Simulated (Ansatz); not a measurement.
Ansatz input

```yaml
crystal:
  lattice:
    - [3.6928105545, 0.0, 0.0]
    - [-1.8464052773, 3.1980677516, 0.0]
    - [0.0, 0.0, 5.7087541404]
  atoms:
    - { symbol: "Y", position: [0.3333333333, 0.6666666667, 0.25], spin: 1.0 }
    - { symbol: "Y", position: [0.6666666667, 0.3333333333, 0.75], spin: 1.0 }
hamiltonian:
  xc: blyp
  pseudopotentials:
    kind: paw
    azcp:
      "Y": "pseudopotentials/Y.paw.azcp"
basis:
  ecutwfc: 420
  fft_grid_basis: typed
kpoints:
  mp_grid: { grid: [5, 5, 3], shift: [0, 0, 0] }
magnetization:
  spin_polarized: true
scf:
  occupations: { method: fermi_dirac, width: 0.1 }
```

Terminal output

```
Engine: ansatz 0.2.0, aarch64-unknown-linux-gnu
Pseudopotentials: kind: paw
Pseudopotential: Y, paw, valence charge 11, recommended cutoff 420 eV (normal) 
Functional definition: BLYP
  parameter beta = 0.0042
  parameter a = 0.04918
  parameter b = 0.132
  parameter c = 0.2533
  parameter d = 0.349
  exchange = b88_x(beta = beta)
  correlation = lyp_c(a = a, b = b, c = c, d = d)
Crystal: 2 atoms, lattice volume = 67.420 Å³
Basis set: ecut = 420 eV, 1339 PW (Γ), exchange–correlation on 50×50×80 points (8 copies of the dense FFT grid, shifted against one another)
Bands: 16, of which v1, the nominal top of the filled ones, is band 11 counted from 1 (10 counted from 0)
Symmetry: 24 space group operations
Space group: P63/mmc (ITA 194), of the structure as read, at distance tolerance 4.1e-5 Å
Magnetic group: BNS 194.263 (UNI 1493), of the structure as read, at distance tolerance 4.1e-5 Å
k-points: 10 of 75
Non-local potential: Y, projectors of the file, l = 0: 3, l = 1: 2, l = 2: 2, l = 3: 1
PAW form: soft (Blöchl's): semilocal exchange-correlation on the pseudo side does not see the compensation charge
PAW frozen core: Y, regenerated for the run's functional, and the local potential with it (the file was generated under x = pbe(κ = 0.804, μ = 0.2195149727645171), c = pbe(β = 0.06672455060314922))
PAW one-centre angular grid: Y, 590 points (default); XC on 64 Gauss nodes
Initial density: superposition of atomic densities (chi_scale 0.1, normalization cell)
Starting moments: Σ|m| = 2 μB on 2 of 2 sites
Initial wavefunctions: pseudopotential atomic-orbital guess
Functional: x = b88, c = lyp
iter 1 solved again at ethr=4.67e-4 eV; its pass at ethr=3.10e-3 eV (dr2=1.03e-1 eV) is discarded
SCF iter   1: F=—  HF=-7722.385022 eV  |F-HF|=—  |Δ(HF+E_count)|=         —  Δρ=1.67e-2 (↑1.67e-2 ↓1.15e-2)  dr2=1.00e-1  dr2_m=1.12e-1  M=0.715 μB ∫|m|=0.715 μB  β_m=0.30  ethr=4.67e-4  ⟨swp⟩=1.0  Hψ=1832  notcnv=0
Mixer restart at iter 1: flushing history
spin=Collinear: Kerker preconditioning applied to the charge; magnetization (m = ρ↑ − ρ↓) channel mixes plain (no charge-response kernel on spin).
SCF iter   2: F=—  HF=-7722.381795 eV  |F-HF|=—  |Δ(HF+E_count)|=   3.23e-3  Δρ=1.25e-2 (↑1.25e-2 ↓8.46e-3)  dr2=6.56e-2  dr2_m=6.05e-2  M=0.653 μB ∫|m|=0.653 μB  β_m=0.65  ethr=4.56e-4  ⟨swp⟩=1.0  Hψ=320  notcnv=0
SCF iter   3: F=—  HF=-7722.397597 eV  |F-HF|=—  |Δ(HF+E_count)|=   1.58e-2  Δρ=1.28e-3 (↑1.04e-3 ↓1.28e-3)  dr2=2.80e-3  dr2_m=2.84e-4  M=0.386 μB ∫|m|=0.386 μB  β_m=0.82  ethr=2.98e-4  ⟨swp⟩=2.0  Hψ=550  notcnv=0
SCF iter   4: F=—  HF=-7722.401053 eV  |F-HF|=—  |Δ(HF+E_count)|=   3.46e-3  Δρ=5.81e-4 (↑3.72e-4 ↓5.81e-4)  dr2=1.67e-4  dr2_m=1.18e-4  M=0.276 μB ∫|m|=0.276 μB  β_m=0.91  ethr=1.27e-5  ⟨swp⟩=2.0  Hψ=385  notcnv=0
SCF iter   5: F=—  HF=-7722.402174 eV  |F-HF|=—  |Δ(HF+E_count)|=   1.12e-3  Δρ=4.02e-4 (↑3.54e-4 ↓4.02e-4)  dr2=1.35e-5  dr2_m=8.65e-5  M=0.210 μB ∫|m|=0.210 μB  β_m=0.96  ethr=7.60e-7  ⟨swp⟩=2.6  Hψ=527  notcnv=0
SCF iter   6: F=—  HF=-7722.402988 eV  |F-HF|=—  |Δ(HF+E_count)|=   8.14e-4  Δρ=2.51e-4 (↑2.51e-4 ↓2.47e-4)  dr2=6.11e-6  dr2_m=3.72e-5  M=0.127 μB ∫|m|=0.127 μB  β_m=0.98  ethr=6.16e-8  ⟨swp⟩=3.0  Hψ=623  notcnv=0
SCF iter   7: F=—  HF=-7722.403410 eV  |F-HF|=—  |Δ(HF+E_count)|=   4.22e-4  Δρ=6.29e-5 (↑6.29e-5 ↓5.48e-5)  dr2=2.46e-6  dr2_m=1.75e-6  M=0.024 μB ∫|m|=0.024 μB  β_m=0.99  ethr=2.78e-8  ⟨swp⟩=3.0  Hψ=626  notcnv=0
SCF iter   8: F=—  HF=-7722.403424 eV  |F-HF|=—  |Δ(HF+E_count)|=   1.39e-5  Δρ=2.25e-5 (↑2.25e-5 ↓2.04e-5)  dr2=3.41e-7  dr2_m=2.38e-7  M=0.010 μB ∫|m|=0.010 μB  β_m=0.99  ethr=1.12e-8  ⟨swp⟩=2.0  Hψ=519  notcnv=0
SCF iter   9: F=—  HF=-7722.403426 eV  |F-HF|=—  |Δ(HF+E_count)|=   2.67e-6  Δρ=2.86e-6 (↑2.86e-6 ↓2.57e-6)  dr2=2.57e-8  dr2_m=1.14e-9  M=0.001 μB ∫|m|=0.001 μB  β_m=1.00  ethr=1.55e-9  ⟨swp⟩=3.0  Hψ=584  notcnv=0
SCF iter  10: F=—  HF=-7722.403427 eV  |F-HF|=—  |Δ(HF+E_count)|=   1.95e-8  Δρ=9.97e-7 (↑7.54e-7 ↓9.97e-7)  dr2=1.11e-9  dr2_m=1.63e-10  M=-0.000 μB ∫|m|=0.000 μB  β_m=1.00  ethr=1.17e-10  ⟨swp⟩=2.9  Hψ=523  notcnv=0
SCF iter  11: F=-7722.403427 eV  HF=-7722.403427 eV  |F-HF|=1.77e-10  |Δ(HF+E_count)|=   3.71e-9  Δρ=2.50e-7 (↑2.46e-7 ↓2.50e-7)  dr2=1.59e-10  dr2_m=1.16e-11  M=-0.000 μB ∫|m|=0.000 μB  ethr=5.07e-12  ⟨swp⟩=1.0  Hψ=808  notcnv=0
SCF 1 converged in 11 iterations: F = -7722.403427 eV  dr2 = 1.59e-10
WARN: the starting moments were not kept: the SCF closed with an absolute magnetisation of 6.3e-5 μB, where they sum to 2 μB in size (2 sites). That is at most 0.1 of that sum. Measured as dr2_m measures the in/out step, that magnetisation stands 1.7e-10 eV from none, at or under the dr2_threshold of 1.0e-7 eV: it is no larger than a step whose dr2_m would equal this threshold. The system may hold no moment; this SCF shows only that its start led to no more than that. To try another start: raise the starting moments (crystal.atoms[].spin, magnetization.per_species, magnetization.initial_magnetization, or on a non-collinear deck that types none of these the spinor_matrix: blocks that start its atoms; where the total moment is fixed, keep their sum and leave initial_magnetization as it is; typed ones take the place of any that the run laid by itself, positive ones on a crystal's lanthanoids without a Hubbard term where scf.initial_density.shell_occupations: [] is typed) or, if the notice of its spin-set hold's release reads "site moments contracting" or "site moments show no strong build", lengthen the hold (scf.mixing.spin_hold: { on: { confirm: 4 } }; for m-r²SCAN on two components see the key's manual first). Each may lead to a state that holds a moment. A second SCF, from the converged charge density, with the starting moments and any scf.initial_density.shell_occupations laid on it anew, would have followed, and was not run: the deck does not ask for one (magnetization.retry_lost_moments is false, the default). To let it run, set magnetization.retry_lost_moments: true and run the deck again, where that key's refused combinations let it; where memory then withholds it, that run's warning says so.
SCF converged after 11 iterations
Magnetization: -0.0001 μB (11.0000 up, 11.0000 down)
Absolute magnetization: 0.0001 μB (∫|ρ↑−ρ↓|)
Spin contamination: 0.0000 ħ² per cell (⟨S²⟩ above its minimum at these occupations)
Per-site moments (μB) at R_I (Å): [(-1.7768705429251973e-5, 1.4696284408223668), (-1.7768705429247267e-5, 1.4696284408223668)]
Free energy (F): -7722.403427 eV
Harris-Foulkes:  -7722.403427 eV  (|F-HF|=1.77e-10)
Internal energy: -7722.255710 eV  (E = F + TS)
E sigma→0 (E₀):  -7722.329568 eV
Entropy (-TS):   -0.147716 eV (-73.858 meV/atom)
Fermi energy:    9.498119 eV
--- Per-component energies (eV) ---
  E_band       = -242.004267
  E_kinetic    = 609.373732
  E_local      = -1252.775900  (includes V_loc(G=0)·N_el)
  E_nonlocal   = 101.282269
  E_hartree    = 398.641049
  E_xc         = -340.536963
  E_vxc        = -389.745384  (∫ρ·V_xc dr)
  E_paw        = -5681.262788  (= ΣΔE_a)
  E_vpaw       = -107.421102  (= ΣTr[D̂ρ^β])
  E_aug_tail   = 0.000005  (compensation charges beyond the density's cutoff)
  E_ewald      = -1557.132269
  E_core_change = 0.155155  (= ΣΔE_core)
  E_smearing   = -0.147716  (= −TS)
  E_closure    = -0.000000  (closes the sum)
  Σ components = -7722.403427   (vs F -7722.403427, Δ=0.00e0)
```
